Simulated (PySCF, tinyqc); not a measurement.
Inside a calculation (part 2 of 2). Method: coupled-perturbed Hartree-Fock on RHF in the sto-3g basis, for CH2, spin multiplicity 1. The lowest restricted solution is unstable here: a spin-polarised one lies 0.0320 hartree lower (PySCF). Computed by tinyqc, a small Python program that keeps every step (integrals from PySCF). Command: `OMP_NUM_THREADS=1 python tinyqc.py 21237 21238 out.jsonl` (the two numbers bound the seeds that draw the settings). One thread of a shared host (Intel(R) Xeon(R) Processor @ 2.60GHz), about 0.3 s of CPU time with the checks.

Geometry (angstrom):
```
atom         x          y         z
C     0.000000   0.000000  0.000000
H     0.000000   1.118000  0.640000
H     0.000000  -1.118000  0.640000
```

## Integrals over molecular orbitals

coefficients C, order 1C 1s, 1C 2s, 1C 2px, 1C 2py, 1C 2pz, 2H 1s, 3H 1s:
```
[[0.993467, -0.225651, 0.000000, 0.121052, 0.000000, -0.152536, 0.000000],
 [0.026941, 0.750792, 0.000000, -0.545138, 0.000000, 0.809383, 0.000000],
 [0.000000, 0.000000, 0.000000, 0.000000, 1.000000, 0.000000, 0.000000],
 [0.000000, 0.000000, 0.518377, 0.000000, 0.000000, 0.000000, 1.034797],
 [0.004257, 0.118790, 0.000000, 0.784828, 0.000000, 0.691833, 0.000000],
 [-0.005362, 0.257939, 0.466713, 0.272475, 0.000000, -0.755306, -0.714219],
 [-0.005362, 0.257939, -0.466713, 0.272475, 0.000000, -0.755306, 0.714219]]
```

core Hamiltonian H = T + V (hartree), order 1C 1s, 1C 2s, 1C 2px, 1C 2py, 1C 2pz, 2H 1s, 3H 1s:
```
[[-18.583180, -4.482163, 0.000000, 0.000000, -0.012047, -0.717897, -0.717897],
 [-4.482163, -5.529944, 0.000000, 0.000000, -0.132298, -1.805316, -1.805316],
 [0.000000, 0.000000, -4.422554, 0.000000, 0.000000, 0.000000, 0.000000],
 [0.000000, 0.000000, 0.000000, -4.557539, 0.000000, -1.383630, 1.383630],
 [-0.012047, -0.132298, 0.000000, 0.000000, -4.466788, -0.816015, -0.816015],
 [-0.717897, -1.805316, 0.000000, -1.383630, -0.816015, -3.143791, -0.362575],
 [-0.717897, -1.805316, 0.000000, 1.383630, -0.816015, -0.362575, -3.143791]]
```

Given earlier and not repeated: Two-electron integrals (ij|kl) in chemists' order.

(pq|rs) = sum C_ip C_jq C_kr C_ls (ij|kl), one index at a time.

one-electron integrals over orbitals h = C^T H C (hartree):
```
[[-18.569119, 0.362331, 0.000000, -0.177186, 0.000000, 0.233735, 0.000000],
 [0.362331, -4.428565, 0.000000, 0.264792, 0.000000, -0.787639, 0.000000],
 [0.000000, 0.000000, -3.775278, 0.000000, 0.000000, 0.000000, -0.902500],
 [-0.177186, 0.264792, 0.000000, -4.205289, 0.000000, -0.476774, 0.000000],
 [0.000000, 0.000000, 0.000000, 0.000000, -4.422554, 0.000000, 0.000000],
 [0.233735, -0.787639, 0.000000, -0.476774, 0.000000, -3.443188, 0.000000],
 [0.000000, 0.000000, -0.902500, 0.000000, 0.000000, 0.000000, -3.627272]]
```

Two-electron integrals over orbitals (pq|rs), unique and non-zero (hartree):
```
(11|11) 3.508704    (21|11) -0.299682   (21|21) 0.040625    (22|11) 0.717222
(22|21) -0.008706   (22|22) 0.527791    (31|31) 0.006851    (32|31) 0.011770
(32|32) 0.133408    (33|11) 0.566872    (33|21) -0.002561   (33|22) 0.484437
(33|33) 0.493200    (41|11) 0.157184    (41|21) -0.018932   (41|22) 0.012662
(41|33) 0.005325    (41|41) 0.025045    (42|11) -0.104427   (42|21) 0.007121
(42|22) 0.008426    (42|33) 0.019776    (42|41) 0.013421    (42|42) 0.085144
(43|31) -0.001959   (43|32) 0.032756    (43|43) 0.038527    (44|11) 0.780980
(44|21) -0.011816   (44|22) 0.498039    (44|33) 0.444998    (44|41) -0.010810
(44|42) -0.090093   (44|44) 0.627691    (51|51) 0.021646    (52|51) 0.024167
(52|52) 0.094201    (53|53) 0.017790    (54|51) -0.012429   (54|52) -0.039330
(54|54) 0.047631    (55|11) 0.852004    (55|21) -0.009491   (55|22) 0.543352
(55|33) 0.458686    (55|41) 0.004556    (55|42) -0.056345   (55|44) 0.566733
(55|55) 0.672833    (61|11) -0.199763   (61|21) 0.029038    (61|22) -0.000690
(61|33) 0.000751    (61|41) -0.003110   (61|42) 0.015168    (61|44) -0.017784
(61|55) -0.005620   (61|61) 0.027494    (62|11) 0.233583    (62|21) -0.005371
(62|22) 0.085819    (62|33) 0.023114    (62|41) 0.014584    (62|42) 0.001564
(62|44) 0.065080    (62|55) 0.122785    (62|61) 0.003838    (62|62) 0.094263
(63|31) 0.001228    (63|32) -0.068625   (63|43) -0.038661   (63|63) 0.089510
(64|11) 0.134101    (64|21) -0.000823   (64|22) 0.044919    (64|33) 0.002971
(64|41) 0.002668    (64|42) -0.018679   (64|44) 0.072584    (64|55) 0.069167
(64|61) 0.001002    (64|62) 0.055332    (64|64) 0.047285    (65|51) 0.014721
(65|52) 0.051900    (65|54) -0.008217   (65|65) 0.038466    (66|11) 0.650653
(66|21) -0.005757   (66|22) 0.504347    (66|33) 0.484474    (66|41) 0.019310
(66|42) 0.052158    (66|44) 0.442278    (66|55) 0.480676    (66|61) 0.006883
(66|62) 0.059013    (66|64) 0.020992    (66|66) 0.539801    (71|31) 0.011726
(71|32) 0.018747    (71|43) -0.003479   (71|63) 0.001684    (71|71) 0.020131
(72|31) 0.009618    (72|32) 0.011761    (72|43) -0.031612   (72|63) 0.043521
(72|71) 0.015454    (72|72) 0.056970    (73|11) 0.257854    (73|21) -0.005476
(73|22) 0.074216    (73|33) 0.026159    (73|41) -0.000095   (73|42) -0.059942
(73|44) 0.117026    (73|55) 0.135460    (73|61) -0.005476   (73|62) 0.074355
(73|64) 0.056509    (73|66) 0.009610    (73|73) 0.120779    (74|31) -0.007632
(74|32) -0.070535   (74|43) -0.001636   (74|63) 0.046650    (74|71) -0.012846
(74|72) -0.009658   (74|74) 0.061969    (75|53) 0.018455    (75|75) 0.023058
(76|31) 0.007672    (76|32) 0.105862    (76|43) 0.046474    (76|63) -0.079632
(76|71) 0.012474    (76|72) -0.018328   (76|74) -0.053574   (76|76) 0.111425
(77|11) 0.730516    (77|21) -0.008721   (77|22) 0.505279    (77|33) 0.496961
(77|41) 0.003715    (77|42) -0.017148   (77|44) 0.508461    (77|55) 0.517331
(77|61) -0.005855   (77|62) 0.045004    (77|64) 0.021406    (77|66) 0.493924
(77|73) 0.070678    (77|77) 0.542713
```

## Response to a field: uncoupled start

orbital energies (hartree): [-11.002788, -0.760557, -0.468250, -0.278280, 0.237730, 0.461764, 0.595309]

dipole integrals <a|z|i> (bohr), order a5, a6, a7:
```
[[0.000000, 0.000000, 0.000000, 0.000000],
 [0.057386, -0.105972, 0.000000, -0.340151],
 [0.000000, 0.000000, -0.694866, 0.000000]]
```

Field along z; U_ai = -mu_ai / (e_a - e_i), alpha = -4 sum U_ai mu_ai.

uncoupled U, order a5, a6, a7:
```
[[0.000000, 0.000000, 0.000000, 0.000000],
 [-0.005005, 0.086697, 0.000000, 0.459636],
 [0.000000, 0.000000, 0.653340, 0.000000]]
```

uncoupled polarisability = 2.479215 bohr^3

## Coupled step 1

U_ai = -(mu_ai + sum_bj [4 (ai|bj) - (ab|ij) - (aj|bi)] U_bj) / (e_a - e_i); alpha = -4 sum U_ai mu_ai.

U after step 1, order a5, a6, a7:
```
[[0.000000, 0.000000, 0.000000, 0.000000],
 [-0.002949, -0.019451, 0.000000, 0.515439],
 [0.000000, 0.000000, 0.666382, 0.000000]]
```

polarisability = 2.545925 bohr^3

## Coupled step 2

As before.

U after step 2, order a5, a6, a7:
```
[[0.000000, 0.000000, 0.000000, 0.000000],
 [-0.002572, -0.045497, 0.000000, 0.552124],
 [0.000000, 0.000000, 0.675895, 0.000000]]
```

polarisability = 2.611150 bohr^3

## Coupled polarisability

Repeat until U stops changing; compare with -d2E/dF2.

Course of the coupled iterations:
```
step  alpha (bohr^3)
0           2.479215
1           2.545925
2           2.611150
3           2.631291
4           2.638983
5           2.642047
6           2.643347
7           2.643923
8           2.644187
9           2.644311
10          2.644370
11          2.644398
12          2.644411
13          2.644418
14          2.644421
15          2.644423
16          2.644423
17          2.644424
18          2.644424
19          2.644424
20          2.644424
21          2.644424
22          2.644424
23          2.644424
```

coupled polarisability = 2.644424 bohr^3

finite-field check, fields of +/-0.001 au = 2.644429 bohr^3
